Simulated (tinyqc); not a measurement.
Inside a calculation. Method: Hueckel theory of the pi electrons with the omega technique, for the molecule [CH2]C(=C)F (SMILES; centres numbered as the heavy atoms are written). One step of it, computed by the program tinyqc.

Task: Energy, charges, bond orders. E = sum n x; q_r = z_r - P_rr; bond order p = P_rs; free valence = sqrt(3) - sum of p over the bonds of the atom.

final x values: [3.205293, 1.277989, -0.012718, -1.470564]

occupations: [2.000000, 2.000000, 1.000000, 0.000000]

final P, order 1C, 2C, 3C, 4F:
$$\begin{pmatrix}
1.021196 & 0.698022 & 0.021196 & -0.108934 \\
0.698022 & 0.982391 & 0.698022 & 0.158809 \\
0.021196 & 0.698022 & 1.021196 & -0.108934 \\
-0.108934 & 0.158809 & -0.108934 & 1.975216
\end{pmatrix}$$

Centres:
```
centre  z_r, pi electrons of the neutral centre         h
1C                                            1  0.000000
2C                                            1  0.000000
3C                                            1  0.000000
4F                                            2  3.000000
```

Bonds:
```
i  j         k
1  2         1
2  3         1
2  4  0.700000
```

Give: pi energy = 5 alpha + this times beta; pi charges; Bond orders and lengths from R = 1.517 - 0.180 p; free valence of the carbons; gap between the highest filled and the next level.

Result:

pi energy = 5 alpha + this times beta = 8.954

pi charges: 1C -0.021, 2C 0.018, 3C -0.021, 4F 0.025

Bond orders and lengths from R = 1.517 - 0.180 p (angstrom, C-C alone):
```
bond      p      R
1-2   0.698  1.391
2-3   0.698  1.391
2-4   0.159      -
```

free valence of the carbons: 1C 1.034, 2C 0.177, 3C 1.034

gap between the highest filled and the next level = 1.458 |beta|
